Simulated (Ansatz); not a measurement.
A nudged elastic band was laid between two geometries of FH4Si2 (7 atoms, charge 1, multiplicity 1).

Level of theory: RKS PBE-D4/def2-SVP (Ansatz).

```yaml
movable_images: 5
climbing_image: yes
spring: 5.0 eV/Å²
optimiser: quadratic models (default)
start_path: IDPP
force_threshold: 0.05 eV/Å
iteration_limit: 60
end_points: relaxed
```

Initial state:

```xyz
7
Properties=species:S:1:pos:R:3
F -0.720 -1.868 1.330
Si -0.535 -1.121 -0.076
Si 0.456 1.042 -0.024
H -1.026 -2.012 -1.178
H -0.022 1.673 -1.293
H -0.062 1.615 1.256
H 1.910 0.671 -0.015
```

Final state:

```xyz
7
Properties=species:S:1:pos:R:3
F -2.113 -1.148 -0.016
Si -0.511 -1.136 -0.042
Si 0.552 0.996 0.006
H -0.006 -2.550 -0.057
H -0.424 1.868 -0.718
H 0.635 1.225 1.488
H 1.867 0.746 -0.661
```

**Question.** What changes between the two ends?

**Answer.** No bond is made or broken. The dihedral F1–Si2–Si3–H5 goes from -157 to -32°. The two ends are copies of one structure, up to a mirror image or an exchange of like atoms.

**Question.** What energy profile does the band end with?

**Answer.** It converged. The highest image is number 5 of 0 to 6, 0.000 eV above the ends, which have the same energy within 2 meV. The top lies less than 8 meV above the higher end, about what the thresholds resolve: that end is a shoulder or a very shallow well. A vibrational analysis at the climbing image gives no mode beyond 40i cm⁻¹: the surface is too flat there to confirm a saddle point. Limits of this set-up: the dipole of an ion depends on the origin.

| image | path coordinate (Å) | energy (eV) | dihedral F1–Si2–Si3–H5 (°) |
| --- | --- | --- | --- |
| 0 | 0.00 | 0.000 | -157 |
| 1 | 0.52 | 0.000 | -137 |
| 2 | 1.05 | 0.000 | -115 |
| 3 | 1.57 | 0.000 | -93 |
| 4 | 2.10 | 0.000 | -72 |
| 5 | 2.62 | 0.000 | -52 |
| 6 | 3.15 | 0.000 | -32 |

**Question.** What is the geometry of the highest image?

**Answer.** 
```xyz
7
Properties=species:S:1:pos:R:3
F -2.037 -1.174 0.428
Si -0.514 -1.133 -0.071
Si 0.562 0.989 0.013
H -0.091 -2.511 -0.486
H -0.414 1.856 -0.720
H 0.618 1.221 1.493
H 1.877 0.752 -0.657
```

Time of the run: 73 s on 1 thread of Arm Neoverse N1 (shared host), peak memory 0.12 GiB.
